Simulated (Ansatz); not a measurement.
# CH3B (triplet): the correlation ladder at distance B1–C2 = 2.125 Å, cc-pVDZ

The task here is to estimate one member of a computed series from the others.

The runs use Ansatz 0.2.0, Gaussian basis; cc-pVDZ, core rule «outside noble gas», up to 2 orbitals frozen.

Plan: UHF; CCSD(T) on ROHF; CCSD(T) on UHF; BCCD(T) on ROHF; CISD; CCSDT(Q) on ROHF; CCSDT(Q) on UHF; CASSCF and MRCISD+Q, 4 electrons in 4 orbitals; CASSCF and NEVPT2, 4 electrons in 4 orbitals.

21 further runs of the same task are left out: 18 that didn't finish, 3 set aside as unsound or not needed.

## The system

The geometry derives from a PBE0/def2-TZVP stationary point (not a proven minimum). One bond is set to the value named and the two fragments are kept rigid.

5 atoms, charge 0, spin multiplicity 3.

Atoms are counted from 1 here; the program's logs count them from 0.

Bond lengths: B1–H3 1.194 Å, C2–H4 1.092 Å, C2–H5 1.087 Å. Angles: H4–C2–H5 113.6°.

The first run:

in.yaml reads:

```yaml
crystal:
  periodic: [false, false, false]
  atoms:
    - {symbol: B, position_ang: [0.000000, -0.218710, 1.150956]}
    - {symbol: C, position_ang: [0.000000, 0.112803, -0.948025]}
    - {symbol: H, position_ang: [0.000000, 0.591798, 2.027226]}
    - {symbol: H, position_ang: [0.000000, 1.106102, -1.400711]}
    - {symbol: H, position_ang: [0.000000, -0.696225, -1.674735]}
basis:
  gaussian: {orbitals: cc-pVDZ}
magnetization: {spin_polarized: true, initial_magnetization: 2}
hamiltonian: {xc: hf}
output: {orbitals: {seedname: orbitals}}
```

Command:

```sh
$ ansatz run in.yaml --threads 1 --pin off --events-out ev --progress --plain --max-ram 2393MiB
```

Among the steps run: UHF; CCSD(T) on ROHF; CCSD(T) on UHF; BCCD(T) on ROHF; CISD; CCSDT(Q) on ROHF; CCSDT(Q) on UHF; CASSCF and MRCISD+Q, 4 electrons in 4 orbitals; CASSCF and NEVPT2, 4 electrons in 4 orbitals.

One table of the session follows, with a row left open; its other results are not shown here.

It belongs to the step «Misses and costs». 

| method | from UCCSDT(Q) (kcal/mol) |
| --- | --- |
| ROHF | +143.48 |
| UHF | ? |
| RMP2 | +28.28 |
| UMP2 | +29.89 |
| CISD | +14.77 |
| RCCSD | +5.33 |
| UCCSD | +5.13 |
| RCCSD(T) | +1.22 |
| UCCSD(T) | +1.25 |
| BCCD(T) | +1.27 |
| RCCSDT | +0.31 |
| UCCSDT | +0.28 |
| RCCSDT(Q) | +0.04 |
| UCCSDT(Q) | 0 |
| CASSCF pair | +126.16 |
| NEVPT2 pair | +26.68 |
| MRCISD pair | +11.82 |
| MRCISD+Q pair | +1.55 |

Estimate the missing values for UHF.

The run gave: from UCCSDT(Q) (kcal/mol): +138.90. In the column «from UCCSDT(Q) (kcal/mol)» it lies between CASSCF pair (+126.16) and ROHF (+143.48).

To keep in mind: Restricted and unrestricted rows rest on different reference determinants; where their highest levels disagree by more than a few hundredths of an eV, they describe different states and don't form one ladder.
